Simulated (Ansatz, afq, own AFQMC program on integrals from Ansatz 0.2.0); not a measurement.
## GeH$_{4}$Cl, doublet: AFQMC among the cluster methods

```xyz
6

Ge   -1.0550    0.0000    0.0000
H    -1.5664    1.4466    0.0000
H    -1.5664   -0.7233    1.2528
H    -1.5664   -0.7233   -1.2528
H     0.9190    0.0000    0.0000
Cl    2.2690    0.0000    0.0000
```

Connectivity, by distances: GeH3 ··· Cl, 1 bridging H.

Basis cc-pVTZ. Only valence electrons are correlated. AFQMC by an in-house program on the Cholesky factors that Ansatz 0.2.0 writes for its CCSD(T) run. The CISD trial takes its coefficients from CCSD amplitudes. Released means that phaseless walkers are propagated on without the constraint, phases kept. Uncertainties: one standard error, sampling alone. No spin–orbit coupling.

Determinant: UHF, the one that the program's search chose, which needn't be the lowest solution. The geometry is a point of a scan.

No full CI on the walks' own integrals is used here. The released AFQMC energy serves as the reference, which it does only where one determinant dominates, the energy is flat over the last release times and near the phaseless one (40 meV or 2 meV an electron, half that with transition metals). On small molecules, where full CI could be run and the noise was under 10 meV, such values lay within 10 meV of it in 19 cases of 20, a flattering rate, since the rule was set on those same cases; what remains of the bias isn't in the error bar.

Cautions: no relativity below Rb; no spin-orbit coupling; inner d shell frozen; the released value is read at 1.50 1/Eh (meV from the phaseless value at times in 1/Eh: -1 ± 6 at 0.24, -2 ± 5 at 0.51, -12 ± 8 at 0.99, -1 ± 8 at 1.50).

* T1 diagnostic: 0.0111
* weight of the determinant in the CISD state: 0.851
* ⟨S²⟩ of the determinant: 0.763
* size of the correlated space: 15 electrons in 114 orbitals

Reference: AFQMC with the constraint released, correlation energy -10.412 ± 0.008 eV.

| level | E − E(reference) (kJ/mol) | share of correlation (%) |
| --- | --- | --- |
| HF | 1004.7 ± 0.7 | 0.00 |
| MP2 | 150.5 ± 0.7 | 85.02 |
| CCSD | 36.5 ± 0.7 | 96.37 |
| CCSD(T) | 4.0 ± 0.7 | 99.60 |
| ph-AFQMC/HF | -1.8 ± 3.1 | 100.18 |
| ph-AFQMC/CISD | 0.1 ± 0.9 | 99.99 |

A walk keeps the symmetry of its determinant, which the program's search chose and which needn't be the lowest solution, so a lower state of the same spin and another symmetry isn't excluded. Released energies are given only where the last usable release times agree within the noise; a slower fall can still hide under it.
